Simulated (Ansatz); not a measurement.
Input file:

```yaml
crystal:
  periodic: [false, false, false]
  atoms:
    - {symbol: Al, position_ang: [0.000000, 0.000000, 1.352626]}
    - {symbol: P, position_ang: [0.000000, 1.064756, -0.636684]}
    - {symbol: P, position_ang: [0.000000, -1.064755, -0.636684]}
    - {symbol: H, position_ang: [0.000000, 0.000000, 2.921863]}
basis:
  gaussian: {orbitals: cc-pVDZ}
magnetization: {spin_polarized: false, initial_magnetization: 2}
correlation: {active_space: {ras: {orbitals: [6, 2, 36], electrons: 14, max_holes: 2, max_particles: 2}, fixed_orbitals: true}}
```

```sh
$ ansatz run in.yaml --threads 1 --pin off --events-out ev --progress --plain --max-ram 2393MiB
```

The program prints:

```
608 factors; integrals over basis functions are off by at most 1.3e-3 eV
mean field evaluation 1: about -25140.5940 eV, gradient 1.1e1 eV
mean field evaluation 2: about -25140.6034 eV, gradient 1.1e1 eV
mean field evaluation 4: about -25141.3616 eV, gradient 1.8e0 eV
mean field evaluation 8: about -25141.3820 eV, gradient 6.6e-4 eV
mean field evaluation 16: about -25140.6254 eV, gradient 3.5e-6 eV
mean field evaluation 32: about -25141.3588 eV, gradient 5.3e-1 eV
mean field -25141.38199503 eV, -923.9287468766 hartree, gradient 1.3e-6 eV, S^2 2.000000; 10 other end points of the search recorded, 0 dependent functions left out
reference -25141.38199503 eV, -923.9287468766 hartree; 23, 21 occupied and 36, 38 virtual orbitals, 608 factors
state -25148.79319090 eV, -924.2011033011 hartree
Total energy: -25148.79319090 eV, -924.2011033011 hartree
```

Ran on 1 thread of Arm Neoverse V2, shared host: 9 s wall, 0.13 GiB peak host memory.
